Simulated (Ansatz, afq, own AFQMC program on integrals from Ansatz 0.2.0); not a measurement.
**Atomization energy of B$_{2}$H, quartet**

```yaml
atoms:
  - { symbol: B, position_ang: [0.0000, 0.0000, 0.1141] }
  - { symbol: B, position_ang: [0.0000, 0.0000, -1.4064] }
  - { symbol: H, position_ang: [0.0000, 0.0000, 1.2923] }
```

Connectivity, by distances: BH–B.

Atoms in their ground-state spins without spin–orbit coupling (mostly on UHF) minus the molecule (UHF), without zero-point energy. The geometry is a stationary point, not shown to be a minimum.

Basis cc-pVDZ. Noble-gas cores (and the filled d shells of Ga–Kr and In–Xe) are frozen. AFQMC by an in-house program on the Cholesky factors that Ansatz 0.2.0 writes for its CCSD(T) run. The CISD trial takes its coefficients from CCSD amplitudes. Released means that phaseless walkers are propagated on without the constraint, phases kept. Free AFQMC starts from the CCSD state and is never constrained. Its projection time is finite, and what remains of the start isn't in its error. ± is one standard error of the sampling. The errors of all members are added in quadrature.

No full CI on the walks' own integrals is used here; CCSDT(Q) serves as the reference and is uncertain by about the last step of the cluster series. Each member takes its own surest rung, up to full CI.

Errors are counted within cc-pVDZ, not against nature.

Cautions: B₂H (quartet): lower spins were not checked.

Reference (CCSDT(Q)): 157.0 kcal/mol.

```tsv
level	atomization energy (kcal/mol)	error against CCSDT(Q) (kcal/mol)
HF	149.7	-7.3
MP2	166.9	9.9
CCSD	155.1	-1.9
CCSD(T)	156.6	-0.3
ph-AFQMC/HF	162.0 ± 0.9	5.0 ± 0.9
ph-AFQMC/CISD	156.8 ± 0.1	-0.2 ± 0.1
released AFQMC	157.0 ± 0.2	0.0 ± 0.2
free AFQMC	157.1 ± 0.2	0.1 ± 0.2
```

Correlation beyond CCSD(T) adds 0.3 kcal/mol. The perturbative (T) step is worth +1.5 kcal/mol.

Free projections are given only where their last times agree within the noise and don't stop above the reference; a slow remainder of the start can still hide under it. A walk keeps the symmetry of its determinant, which the program's search chose and which needn't be the lowest solution, so a lower state of the same spin and another symmetry isn't excluded. Released energies are given only where the last usable release times agree within the noise; a slower fall can still hide under it.
